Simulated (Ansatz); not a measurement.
Program: Ansatz. Geometries: PBE0-D4/def2-TZVP. ΔE: electronic, gas phase. CCSD(T)/CBS adds triple-zeta CCSD(T) − MP2 to the extrapolated MP2 energy (def2 sets, frozen cores). DFT in def2-TZVPP. B3LYP here is the variant with VWN-RPA as its local correlation; programs differ in this. HSE06 is defined as in plane-wave codes. One conformer a species, not always the lowest.

`C=CCCC` → `CC1(C)CC1`  (isomerisation)

```
             level  ΔE (kJ/mol)  difference from CCSD(T)/CBS
       LDA (SPW92)        -14.0                        -27.5
            PBE-D4          3.6                         -9.9
         revPBE-D4          4.7                         -8.8
           BLYP-D4         26.3                         12.8
         r2SCAN-D4          3.7                         -9.8
            B97M-V          3.0                        -10.5
           PBE0-D4         -2.4                        -15.9
          B3LYP-D4         19.6                          6.1
        r2SCANh-D4          1.6                        -11.9
        r2SCAN0-D4         -1.4                        -14.9
          HSE06-D4         -1.7                        -15.2
          BHLYP-D4         16.1                          2.6
           ωB97X-V         -1.5                        -15.0
           ωB97M-V          5.8                         -7.7
            B2PLYP         17.0                          3.5
          PBE-QIDH         -4.8                        -18.3
               PBE          6.1                         -7.4
            revPBE         12.4                         -1.1
              BLYP         32.1                         18.6
            r2SCAN          4.2                         -9.3
             B3LYP         23.7                         10.2
           r2SCANh          2.1                        -11.4
           r2SCAN0         -0.9                        -14.4
             BHLYP         18.9                          5.4
         CAM-B3LYP         14.1                          0.6
       HF/def2-SVP         18.7                          5.2
      MP2/def2-SVP         -8.0                        -21.5
     CCSD/def2-SVP          5.4                         -8.1
  CCSD(T)/def2-SVP          5.8                         -7.7
     HF/def2-TZVPP         29.6                         16.1
    MP2/def2-TZVPP         -1.3                        -14.8
SCS-MP2/def2-TZVPP          8.2                         -5.3
   CCSD/def2-TZVPP         12.3                         -1.2
CCSD(T)/def2-TZVPP         12.1                         -1.4
     HF/def2-QZVPP         29.8                         16.3
    MP2/def2-QZVPP         -0.4                        -13.9
SCS-MP2/def2-QZVPP          9.2                         -4.3
      HF/CBS(def2)         29.9                         16.4
     MP2/CBS(def2)          0.1                        -13.4
    CCSD/CBS(def2)         13.8                          0.3
       CCSD(T)/CBS         13.5                            0
```

Largest T1 diagnostic among the species: 0.009.

From BLYP to BHLYP (50 % exact exchange), in def2-TZVPP and without D4, ΔE moves by −13.2 kJ/mol. The D4 term adds −4.1 kJ/mol with B3LYP and −2.1 kJ/mol with PBE0; it sums over pairs of atoms, weighted by their polarisabilities, and B3LYP, whose exchange is more repulsive, gets the larger term.
